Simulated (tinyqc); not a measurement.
UHF in the sto-3g basis, for H2O, spin multiplicity 3, step by step (part 2 of 2). This run ends on a higher stationary point, not on the lowest solution. Computed by tinyqc, a small Python program that keeps every step (integrals from PySCF). Command: `OMP_NUM_THREADS=1 python tinyqc.py 27720 27721 out.jsonl` (the two numbers bound the seeds that draw the settings). One thread of a shared host (Intel(R) Xeon(R) Processor @ 2.60GHz), about 0.1 s of CPU time with the checks.

Geometry (angstrom):
```
atom,x,y,z
O,0.000000,0.000000,0.000000
H,0.000000,1.051000,0.787000
H,0.000000,-1.051000,0.787000
```

## Iteration 2: diagonalisation and new density

extrapolated F(alpha) (hartree), lower triangle:
```
,1O 1s,1O 2s,1O 2px,1O 2py,1O 2pz,2H 1s,3H 1s
1O 1s,-21.267018
1O 2s,-5.296991,-2.804825
1O 2px,0.000000,0.000000,-0.750471
1O 2py,0.000000,0.000000,0.000000,-0.883121
1O 2pz,-0.006127,-0.065466,0.000000,0.000000,-0.774609
2H 1s,-0.533438,-0.575818,0.000000,-0.254942,-0.197492,-0.357382
3H 1s,-0.533438,-0.575818,0.000000,0.254942,-0.197492,-0.198438,-0.357382
```

extrapolated F(beta) (hartree), lower triangle:
```
,1O 1s,1O 2s,1O 2px,1O 2py,1O 2pz,2H 1s,3H 1s
1O 1s,-21.219297
1O 2s,-5.253757,-2.357069
1O 2px,0.000000,0.000000,-0.636917
1O 2py,0.000000,0.000000,0.000000,0.070585
1O 2pz,-0.002444,0.038415,0.000000,0.000000,-0.632041
2H 1s,-0.526823,-0.466383,0.000000,-0.125299,-0.155129,-0.082564
3H 1s,-0.526823,-0.466383,0.000000,0.125299,-0.155129,-0.113132,-0.082564
```

X, lower triangle:
```
,1O 1s,1O 2s,1O 2px,1O 2py,1O 2pz,2H 1s,3H 1s
1O 1s,1.022906
1O 2s,-0.130159,1.085750
1O 2px,0.000000,0.000000,1.000000
1O 2py,0.000000,0.000000,0.000000,1.038242
1O 2pz,-0.004113,0.035299,0.000000,0.000000,1.019521
2H 1s,0.014458,-0.148273,0.000000,-0.120092,-0.082337,1.062135
3H 1s,0.014458,-0.148273,0.000000,0.120092,-0.082337,-0.034108,1.062135
```

D(alpha) after iteration 1, lower triangle:
```
,1O 1s,1O 2s,1O 2px,1O 2py,1O 2pz,2H 1s,3H 1s
1O 1s,0.562268
1O 2s,-0.275681,1.240990
1O 2px,0.000000,0.000000,1.000000
1O 2py,0.000000,0.000000,0.000000,1.074518
1O 2pz,-0.015356,0.099266,0.000000,0.000000,1.054244
2H 1s,0.048674,-0.318200,0.000000,-0.156950,-0.173883,0.866630
3H 1s,0.048674,-0.318200,0.000000,0.156950,-0.173883,0.248154,0.866630
```

D(beta) after iteration 1, lower triangle:
```
,1O 1s,1O 2s,1O 2px,1O 2py,1O 2pz,2H 1s,3H 1s
1O 1s,0.533168
1O 2s,-0.143509,0.631444
1O 2px,0.000000,0.000000,1.000000
1O 2py,0.000000,0.000000,0.000000,0.019852
1O 2pz,0.027724,-0.105134,0.000000,0.000000,0.982209
2H 1s,0.015830,-0.121321,0.000000,-0.077538,-0.080151,0.576824
3H 1s,0.015830,-0.121321,0.000000,0.077538,-0.080151,-0.028863,0.576824
```

overlap S, lower triangle:
```
,1O 1s,1O 2s,1O 2px,1O 2py,1O 2pz,2H 1s,3H 1s
1O 1s,1.000000
1O 2s,0.236704,1.000000
1O 2px,0.000000,0.000000,1.000000
1O 2py,0.000000,0.000000,0.000000,1.000000
1O 2pz,0.000000,0.000000,0.000000,0.000000,1.000000
2H 1s,0.023349,0.274974,0.000000,0.208302,0.155979,1.000000
3H 1s,0.023349,0.274974,0.000000,-0.208302,0.155979,0.100604,1.000000
```

Diagonalise F' = X^T F X, C = X C', fill 6 alpha and 4 beta electrons from the bottom; D(s) = C_occ C_occ^T; the new density keeps 0.5 of the old one (damping). Each column has its largest component positive (the first on a tie).

F' = X^T F X (alpha) (hartree), lower triangle:
```
,1,2,3,4,5,6,7
1,-20.916940
2,-2.618879,-1.866243
3,0.000000,0.000000,-0.750471
4,0.000000,0.000000,0.000000,-0.829392
5,-0.013815,-0.026320,0.000000,0.000000,-0.747374
6,-0.044401,-0.207075,0.000000,-0.166483,-0.109021,-0.191938
7,-0.044401,-0.207075,0.000000,0.166483,-0.109021,-0.109707,-0.191938
```

orbital energies (alpha) (hartree): MO1 -21.270903, MO2 -1.579100, MO3 -0.897395, MO4 -0.782089, MO5 -0.750471, MO6 -0.200110, MO7 -0.014228

coefficients C (alpha):
```
,MO1,MO2,MO3,MO4,MO5,MO6,MO7
1O 1s,0.996371,-0.255395,0.000000,0.031651,0.000000,0.068775,0.000000
1O 2s,0.015324,1.018908,0.000000,-0.150344,0.000000,-0.424263,0.000000
1O 2px,0.000000,0.000000,0.000000,0.000000,1.000000,0.000000,0.000000
1O 2py,0.000000,0.000000,0.950342,0.000000,0.000000,0.000000,-0.451265
1O 2pz,0.000976,0.079576,0.000000,0.950649,0.000000,-0.379706,0.000000
2H 1s,-0.002065,0.011487,0.099721,0.110982,0.000000,0.738200,0.778044
3H 1s,-0.002065,0.011487,-0.099721,0.110982,0.000000,0.738200,-0.778044
```

F' = X^T F X (beta) (hartree), lower triangle:
```
,1,2,3,4,5,6,7
1,-20.871143
2,-2.636408,-1.396721
3,0.000000,0.000000,-0.636917
4,0.000000,0.000000,0.000000,0.139460
5,-0.023284,0.085414,0.000000,0.000000,-0.601798
6,-0.043859,-0.214213,0.000000,-0.159050,-0.118145,0.064677
7,-0.043859,-0.214213,0.000000,0.159050,-0.118145,-0.040076,0.064677
```

orbital energies (beta) (hartree): MO1 -21.222235, MO2 -1.124469, MO3 -0.643131, MO4 -0.636917, MO5 -0.103493, MO6 0.144774, MO7 0.347706

coefficients C (beta):
```
,MO1,MO2,MO3,MO4,MO5,MO6,MO7
1O 1s,0.996888,-0.251521,-0.007673,0.000000,0.000000,0.081282,0.000000
1O 2s,0.013197,1.006853,0.010299,0.000000,0.000000,-0.476422,0.000000
1O 2px,0.000000,0.000000,0.000000,1.000000,0.000000,0.000000,0.000000
1O 2py,0.000000,0.000000,0.000000,0.000000,0.580722,0.000000,0.877241
1O 2pz,0.000645,-0.082483,0.957301,0.000000,0.000000,-0.361961,0.000000
2H 1s,-0.001800,0.032661,0.100616,0.000000,0.487225,0.739053,-0.614742
3H 1s,-0.001800,0.032661,0.100616,0.000000,-0.487225,0.739053,0.614742
```

D(alpha) after iteration 2, lower triangle:
```
,1O 1s,1O 2s,1O 2px,1O 2py,1O 2pz,2H 1s,3H 1s
1O 1s,0.812991
1O 2s,-0.277287,1.241000
1O 2px,0.000000,0.000000,1.000000
1O 2py,0.000000,0.000000,0.000000,0.988834
1O 2pz,-0.015366,0.099266,0.000000,0.000000,1.054244
2H 1s,0.048982,-0.318202,0.000000,-0.031091,-0.173883,0.716984
3H 1s,0.048982,-0.318202,0.000000,0.031091,-0.173883,0.397801,0.716984
```

D(beta) after iteration 2, lower triangle:
```
,1O 1s,1O 2s,1O 2px,1O 2py,1O 2pz,2H 1s,3H 1s
1O 1s,0.795137
1O 2s,-0.191838,0.822738
1O 2px,0.000000,0.000000,1.000000
1O 2py,0.000000,0.000000,0.000000,0.009926
1O 2pz,0.020884,-0.089157,0.000000,0.000000,0.952719
2H 1s,0.002525,-0.043712,0.000000,-0.038769,0.006737,0.294009
3H 1s,0.002525,-0.043712,0.000000,0.038769,0.006737,-0.008835,0.294009
```

## Iteration 40 (converged): orbitals

converged F(alpha) (hartree), lower triangle:
```
,1O 1s,1O 2s,1O 2px,1O 2py,1O 2pz,2H 1s,3H 1s
1O 1s,-20.259752
1O 2s,-5.170260,-2.458816
1O 2px,0.000000,0.000000,-0.419584
1O 2py,0.000000,0.000000,0.000000,-0.116436
1O 2pz,-0.007290,-0.073178,0.000000,0.000000,-0.465370
2H 1s,-0.520719,-0.548761,0.000000,-0.309664,-0.195426,-0.505232
3H 1s,-0.520719,-0.548761,0.000000,0.309664,-0.195426,-0.154934,-0.505232
```

converged F(beta) (hartree), lower triangle:
```
,1O 1s,1O 2s,1O 2px,1O 2py,1O 2pz,2H 1s,3H 1s
1O 1s,-20.238054
1O 2s,-5.150378,-2.324457
1O 2px,0.000000,0.000000,-0.380581
1O 2py,0.000000,0.000000,0.000000,0.262080
1O 2pz,-0.006269,0.014361,0.000000,0.000000,-0.271405
2H 1s,-0.516335,-0.502950,0.000000,-0.105998,-0.220184,0.041236
3H 1s,-0.516335,-0.502950,0.000000,0.105998,-0.220184,-0.160125,0.041236
```

Diagonalise F' = X^T F X, C = X C', fill 6 alpha and 4 beta electrons from the bottom; D(s) = C_occ C_occ^T. Each column has its largest component positive (the first on a tie).

F' = X^T F X (alpha) (hartree), lower triangle:
```
,1,2,3,4,5,6,7
1,-19.890373
2,-2.660565,-1.498371
3,0.000000,0.000000,-0.419584
4,0.000000,0.000000,0.000000,0.018826
5,-0.017711,-0.018947,0.000000,0.000000,-0.428484
6,-0.034091,-0.214756,0.000000,-0.300747,-0.122954,-0.335624
7,-0.034091,-0.214756,0.000000,0.300747,-0.122954,-0.074366,-0.335624
```

orbital energies (alpha) (hartree): MO1 -20.267947, MO2 -1.233991, MO3 -0.568999, MO4 -0.530680, MO5 -0.419584, MO6 -0.194600, MO7 0.326566

coefficients C (alpha):
```
,MO1,MO2,MO3,MO4,MO5,MO6,MO7
1O 1s,0.994573,-0.248645,0.000000,0.078668,0.000000,-0.080782,0.000000
1O 2s,0.022672,0.947549,0.000000,-0.377639,0.000000,0.447254,0.000000
1O 2px,0.000000,0.000000,0.000000,0.000000,1.000000,0.000000,0.000000
1O 2py,0.000000,0.000000,0.471018,0.000000,0.000000,0.000000,0.940708
1O 2pz,0.001432,0.088695,0.000000,0.764589,0.000000,0.679544,0.000000
2H 1s,-0.003277,0.109477,0.557613,0.341746,0.000000,-0.654680,-0.551692
3H 1s,-0.003277,0.109477,-0.557613,0.341746,0.000000,-0.654680,0.551692
```

F' = X^T F X (beta) (hartree), lower triangle:
```
,1,2,3,4,5,6,7
1,-19.870452
2,-2.661324,-1.343135
3,0.000000,0.000000,-0.380581
4,0.000000,0.000000,0.000000,0.341181
5,-0.030814,0.102163,0.000000,0.000000,-0.205293
6,-0.026764,-0.276035,0.000000,-0.182887,-0.222739,0.230386
7,-0.026764,-0.276035,0.000000,0.182887,-0.222739,-0.074977,0.230386
```

orbital energies (beta) (hartree): MO1 -20.245584, MO2 -1.085627, MO3 -0.380581, MO4 -0.375242, MO5 0.064012, MO6 0.442983, MO7 0.582533

coefficients C (beta):
```
,MO1,MO2,MO3,MO4,MO5,MO6,MO7
1O 1s,0.994824,-0.255108,0.000000,0.036192,0.000000,0.087453,0.000000
1O 2s,0.021664,0.984416,0.000000,-0.196067,0.000000,-0.482726,0.000000
1O 2px,0.000000,0.000000,1.000000,0.000000,0.000000,0.000000,0.000000
1O 2py,0.000000,0.000000,0.000000,0.000000,0.584167,0.000000,0.874951
1O 2pz,0.001225,-0.010568,0.000000,0.851855,0.000000,-0.573126,0.000000
2H 1s,-0.003155,0.070127,0.000000,0.264177,0.484804,0.694749,-0.616654
3H 1s,-0.003155,0.070127,0.000000,0.264177,-0.484804,0.694749,0.616654
```

D(alpha) after iteration 40, lower triangle:
```
,1O 1s,1O 2s,1O 2px,1O 2py,1O 2pz,2H 1s,3H 1s
1O 1s,1.063713
1O 2s,-0.278892,1.241010
1O 2px,0.000000,0.000000,1.000000
1O 2py,0.000000,0.000000,0.000000,0.221858
1O 2pz,-0.015377,0.099266,0.000000,0.000000,1.054244
2H 1s,0.049291,-0.318204,0.000000,0.262646,-0.173883,0.868326
3H 1s,0.049291,-0.318204,0.000000,-0.262646,-0.173883,0.246460,0.868326
```

D(beta) after iteration 40, lower triangle:
```
,1O 1s,1O 2s,1O 2px,1O 2py,1O 2pz,2H 1s,3H 1s
1O 1s,1.056065
1O 2s,-0.236677,1.007986
1O 2px,0.000000,0.000000,1.000000
1O 2py,0.000000,0.000000,0.000000,0.000000
1O 2pz,0.034745,-0.177397,0.000000,0.000000,0.725770
2H 1s,-0.011467,0.017169,0.000000,0.000000,0.224296,0.074717
3H 1s,-0.011467,0.017169,0.000000,0.000000,0.224296,0.074717,0.074717
```

## Convergence

Stop when the energy changes by less than 1e-10 hartree and every element of the error matrix X^T (F D S - S D F) X (for each spin) is below 3e-06.

Course of the cycle:
```
iteration,E (hartree),change,largest element of the error matrix
1,-29.13309548,-,2.35e-01
2,-52.79663597,-2.37e+01,1.68e-01
3,-63.79531633,-1.10e+01,1.09e-01
4,-69.13544580,-5.34e+00,1.07e-01
5,-71.79948298,-2.66e+00,1.18e-01
6,-73.14805920,-1.35e+00,4.99e-02
7,-73.84773674,-7.00e-01,2.69e-02
8,-74.20223205,-3.54e-01,1.79e-02
9,-74.37952887,-1.77e-01,6.91e-03
10,-74.46985568,-9.03e-02,3.53e-03
11,-74.51533552,-4.55e-02,1.74e-03
12,-74.53814902,-2.28e-02,8.68e-04
13,-74.54957369,-1.14e-02,4.34e-04
14,-74.55529049,-5.72e-03,2.17e-04
...,...,...,...
27,-74.56100955,-6.98e-07,2.65e-08
28,-74.56100990,-3.49e-07,1.32e-08
29,-74.56101008,-1.75e-07,6.62e-09
30,-74.56101016,-8.73e-08,3.31e-09
31,-74.56101021,-4.36e-08,1.65e-09
32,-74.56101023,-2.18e-08,8.27e-10
33,-74.56101024,-1.09e-08,4.14e-10
34,-74.56101025,-5.46e-09,2.07e-10
35,-74.56101025,-2.73e-09,1.03e-10
36,-74.56101025,-1.36e-09,5.17e-11
37,-74.56101025,-6.82e-10,2.59e-11
38,-74.56101025,-3.41e-10,1.29e-11
39,-74.56101025,-1.70e-10,6.47e-12
40,-74.56101025,-8.52e-11,3.23e-12
```

PySCF UHF in the same basis, after a stability check = -74.72054786 hartree

Converged in 40 iterations. But the solution lies 0.15954 hartree above the reference: it is another stationary point, not the lowest one. Reruns (cap 100 unless said): DIIS 8: converged in 19 to a higher stationary point; damping 0.5: converged in 64 to a higher stationary point; level shift 0.5: converged in 48 to a higher stationary point; atomic densities as start, DIIS 8: converged in 12.

## Populations, bond orders and dipole

Mulliken: Z minus the diagonal of D S on the atom; Loewdin: the same with S^(1/2) D S^(1/2); Mayer order: 2 sum_s sum (D(s) S)_ij (D(s) S)_ji over the two atoms.

Charges (e):
```
atom,Mulliken,Loewdin,Mulliken spin
1O,-0.087931,-0.066257,0.574623
2H,0.043966,0.033129,0.712688
3H,0.043966,0.033129,0.712688
```

Mayer bond orders:
```
pair,order
2-1,0.405661
3-1,0.405661
3-2,0.084481
```

dipole moment about the origin, x y z (debye): 0.000000  0.000000  0.448668

<S^2> of the determinant (pure state: 2) = 2.000000
